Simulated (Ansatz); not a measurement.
PBE exchange is replaced step by step with exact exchange (0 % is PBE, 25 % PBE0; no dispersion term), basis def2-TZVP, Ansatz. System: the cluster C₃⁺. Charge 1, multiplicity 2. Geometry: r2SCAN-D4/def2-TZVP.

Geometry of the doublet:

Cartesian coordinates in Å:
```
C 0.663 1.096 0.137
C -0.691 -1.011 -0.290
C 0.027 -0.085 0.152
```

At PBE with 10 % exact exchange/def2-TZVP, PBE with 15 % exact exchange/def2-TZVP, PBE0-D4/def2-TZVP, PBE with 35 % exact exchange/def2-TZVP and others the charge 1 doublet is spin-contaminated (final ⟨S²⟩ up to 1.22, 0.75 for a pure state). The geometry of the doublet was relaxed on an unsound state (⟨S²⟩ 1.07, where a pure state has 0.75). The structure comes from a short search, and lower isomers may exist.

HOMO and LUMO are taken over both spins.

```
exact exchange (%)  HOMO (eV)  LUMO (eV)  gap (eV)   ⟨S²⟩
                 0     -16.42     -15.40      1.02  0.777
                 5     -16.55     -15.11      1.44  0.809
                10     -16.75     -14.73      2.02  0.861
                15     -16.92     -14.33      2.59  0.911
                25     -17.44     -13.61      3.82  0.999
                35     -18.04     -12.93      5.12  1.087
```

(1) Estimate the row for 50 %.

Results:

(1) 
| exact exchange (%) | HOMO (eV) | LUMO (eV) | gap (eV) | ⟨S²⟩ |
| --- | --- | --- | --- | --- |
| 50 | -19.01 | -11.93 | 7.08 | 1.224 |
